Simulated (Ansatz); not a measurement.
**C₆H₁₂: vertical ionisation energy**

One table from this session's results is given with a row withheld; the runs are named, their logs left out.

Program: Ansatz 0.2.0, Gaussian basis. Level of theory: unrestricted cation, the program's frozen cores in correlated methods. These are calculated values, not measurements.

Levels to be run: UKS PBE-D4/def2-TZVPP; UKS r2SCAN-D4/def2-TZVPP; UKS PBE0-D4/def2-TZVPP; UKS B3LYP-D4/def2-TZVPP; UKS wB97X-V/def2-TZVPP; UKS wB97M-V/def2-TZVPP; UKS B2PLYP/def2-TZVPP; UHF-CCSD(T)/def2-TZVPP; UHF-MP2/def2-QZVPP; extrapolation to the limit; then −ε(HOMO) from the neutral's earlier runs with LDA (SPW92), PBE-D4, revPBE-D4, BLYP-D4, r2SCAN-D4, B97M-V, PBE0-D4, B3LYP-D4, r2SCANh-D4, r2SCAN0-D4, HSE06-D4, BHLYP-D4, CAM-B3LYP-D4, LC-ωPBE, ωB97X-V, ωB97M-V.

## The relaxed structure

The geometry comes from an earlier relaxation with PBE0-D4 in a triple-zeta def2 set; it is a stationary point, not always the lowest conformer.

SMILES `C/C=C(/C)CC`, 18 atoms, charge 0, spin multiplicity 1.

Atoms are counted from 1 here; the program's logs count them from 0.

Bond lengths: C1–C2 1.491 Å, C1–H7 1.095 Å, C1–H8 1.090 Å, C1–H9 1.095 Å, C2–C3 1.333 Å, C2–H10 1.089 Å, C3–C4 1.498 Å, C3–C5 1.503 Å, C4–H11 1.095 Å, C4–H12 1.091 Å, C4–H13 1.096 Å, C5–C6 1.526 Å, C5–H14 1.096 Å, C5–H15 1.092 Å, C6–H16 1.093 Å, C6–H17 1.092 Å, C6–H18 1.093 Å. Angles: C2–C1–H7 111.0°, C2–C1–H8 113.0°, C2–C1–H9 110.7°, H7–C1–H8 107.9°, H7–C1–H9 106.4°, H8–C1–H9 107.5°, C1–C2–C3 127.7°, C1–C2–H10 115.1°, C3–C2–H10 117.2°, C2–C3–C4 120.8°, C2–C3–C5 123.9°, C4–C3–C5 115.2°, C3–C4–H11 111.3°, C3–C4–H12 111.7°, C3–C4–H13 110.8°, H11–C4–H12 108.0°, H11–C4–H13 106.5°, H12–C4–H13 108.3° and more.

The first run:

in.yaml reads:

```yaml
crystal:
  periodic: [false, false, false]
  atoms:
    - {symbol: C, position_ang: [1.212774, 1.770535, 0.874822]}
    - {symbol: C, position_ang: [1.350724, 0.451142, 0.194419]}
    - {symbol: C, position_ang: [0.398421, -0.256068, -0.414702]}
    - {symbol: C, position_ang: [0.706918, -1.582362, -1.038117]}
    - {symbol: C, position_ang: [-1.037130, 0.179132, -0.512083]}
    - {symbol: C, position_ang: [-1.919695, -0.459333, 0.557172]}
    - {symbol: H, position_ang: [1.886330, 2.512125, 0.432638]}
    - {symbol: H, position_ang: [0.199014, 2.168992, 0.829727]}
    - {symbol: H, position_ang: [1.489494, 1.692109, 1.931515]}
    - {symbol: H, position_ang: [2.352510, 0.024625, 0.212518]}
    - {symbol: H, position_ang: [0.073457, -2.374280, -0.624609]}
    - {symbol: H, position_ang: [1.748324, -1.868681, -0.883679]}
    - {symbol: H, position_ang: [0.513051, -1.560081, -2.116230]}
    - {symbol: H, position_ang: [-1.420427, -0.093086, -1.502151]}
    - {symbol: H, position_ang: [-1.116761, 1.266084, -0.443302]}
    - {symbol: H, position_ang: [-2.964190, -0.162591, 0.434785]}
    - {symbol: H, position_ang: [-1.595210, -0.158116, 1.555823]}
    - {symbol: H, position_ang: [-1.877612, -1.550153, 0.511447]}
basis:
  gaussian: {orbitals: def2-TZVPP}
total_charge: 1
magnetization: {spin_polarized: true, initial_magnetization: 1}
hamiltonian: {xc: pbe, dispersion: d4}
```

Run with:

```
$ ansatz run in.yaml --threads 2 --pin off --events-out ev --progress --plain --max-ram 22528MiB --backend cuda --devices 0, --max-vram 18GiB
```

Among the steps run: Cation, UKS PBE-D4/def2-TZVPP; Cation, UKS r2SCAN-D4/def2-TZVPP; Cation, UKS PBE0-D4/def2-TZVPP; Cation, UKS B3LYP-D4/def2-TZVPP; Cation, UKS wB97X-V/def2-TZVPP; Cation, UKS wB97M-V/def2-TZVPP; Cation, UKS B2PLYP (frozen core)/def2-TZVPP; Cation, UHF-CCSD(T)/def2-TZVPP; Cation, UHF-MP2/def2-QZVPP.

One of the session's tables, all rows but one given; the rest of the session is left out.

Orbital estimates, from the neutral's runs:

```
  functional  −ε(HOMO) (eV)
 LDA (SPW92)           5.64
      PBE-D4           5.50
   revPBE-D4           5.45
     BLYP-D4           5.36
   r2SCAN-D4           5.66
      B97M-V           5.72
     PBE0-D4           6.59
    B3LYP-D4           6.39
  r2SCANh-D4           6.08
  r2SCAN0-D4           6.70
    HSE06-D4           6.19
    BHLYP-D4           7.55
CAM-B3LYP-D4           7.90
     LC-ωPBE           9.25
     ωB97X-V           8.89
     ωB97M-V              ?
```

**Question.** Estimate the row for ωB97M-V.

The run gave: −ε(HOMO) (eV): 8.80. In the column «−ε(HOMO) (eV)» it lies between CAM-B3LYP-D4 (7.90) and ωB97X-V (8.89).

Caveats from the session: The cation may have settled in a state other than its lowest; no search over hole states beyond the program's own was made.
